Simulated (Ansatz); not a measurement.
Consider ZrC in the rock salt structure (space group Fm-3m, No. 225; a = 4.669 Å).

All numbers come from PBEsol (Ansatz, a quantum-chemistry and plane-wave program, PAW, no spin-orbit coupling).

```
level   lattice parameter a
------  -------------------
PBEsol              4.669 Å
```

Measured: lattice parameter a 4.696 Å (temperature not stated; as listed in Guo-Xu Zhang et al., New Journal of Physics (2018)).

Computed minus measured — lattice parameter a: PBEsol -0.6 %. Measured values not marked as corrected hold thermal and zero-point effects that the static-lattice runs lack.

Whether these cells are dynamically stable was not tested. All final runs are without spin polarisation.
